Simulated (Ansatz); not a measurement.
Si, charge +1, quartet (a state made from the parent by changing its charge; the spin is typed, not shown lowest); PBE/aug-cc-pVDZ (Ansatz, a first-principles code).

Here is a job for Ansatz.
Ansatz 0.2 input:
```yaml
crystal:
  periodic: [false, false, false]
  atoms:
    - {symbol: Si, position_ang: [0.00000000, 0.00000000, 0.00000000]}
basis:
  gaussian:
    orbitals: aug-cc-pVDZ
hamiltonian:
  xc: pbe
total_charge: 1
magnetization: {spin_polarized: true, initial_magnetization: 3}
```

It wrote (shortened):

```
Functional definition: PBE
232 factors; their error is unknown
mean field evaluation 1: about -7856.6052 eV, gradient 2.7e0 eV
mean field evaluation 2: about -7856.6726 eV, gradient 8.5e-1 eV
mean field evaluation 4: about -7856.6461 eV, gradient 2.7e-2 eV
mean field evaluation 8: about -7856.6461 eV, gradient 7.4e-6 eV
mean field evaluation 16: about -7856.6463 eV, gradient 3.3e-3 eV
mean field -7856.64610264 eV, -288.7264188459 hartree, gradient 7.4e-6 eV, S^2 3.750013; 1 other end points of the search recorded, 0 dependent functions left out
reference -7856.64613705 eV, -288.7264201104 hartree; 8, 5 occupied and 19, 22 virtual orbitals, 232 factors
Total energy: -7856.64613705 eV, -288.7264201104 hartree
```
